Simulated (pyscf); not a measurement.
Elementary routes open to `[PH2][SiH2][PH2]` in the gas phase (singlet surface):
A. `[SiH][PH2]` [singlet] + `[PH3]` (P–Si, H–Si broken; H–P formed)
B. `[SiH2]=[PH]` + `[PH3]` (H–P, P–Si broken; H–P formed)

Structures and frequencies: ωB97X-D3(BJ)/def2-SVP in PySCF. Correlated levels are frozen-core, on RHF or UHF. ΔMP2 is the change of the MP2 total energy from the triple- to the quadruple-zeta basis.

### Question
Rank the routes by free-energy barrier at 1200 K, lowest first, for CCSD(T)/def2-TZVPP + ΔMP2(QZVPP) energies (ideal gas, 1 atm, RRHO with modes under 100 cm⁻¹ raised to 100, one conformer, R ln 2 for chiral ones without a mode under 150 cm⁻¹).

### Answer
A (52.8 kcal/mol), B (59.4 kcal/mol)

Route A is the fastest of these, ahead of the next by 6.6 kcal/mol. The most stable products are those of B (ΔG = -3.6 kcal/mol), whose barrier is 6.6 kcal/mol higher: the kinetic and the thermodynamic product differ. At 298 K A is still the fastest. A: On the product side the descent ends in a complex, 4.5 kcal/mol under the separated species and 5.8 kcal/mol under the saddle at ωB97X-D3(BJ)/def2-TZVP. B: On the product side the descent ends in a complex (not fully relaxed), 7.2 kcal/mol under the separated species and 28.3 kcal/mol under the saddle at ωB97X-D3(BJ)/def2-TZVP. Only these routes are compared; each barrier is that of the saddle found, and lower ones may exist. The CCSD(T) − MP2 part came from Ansatz, without density fitting, on the same reference.
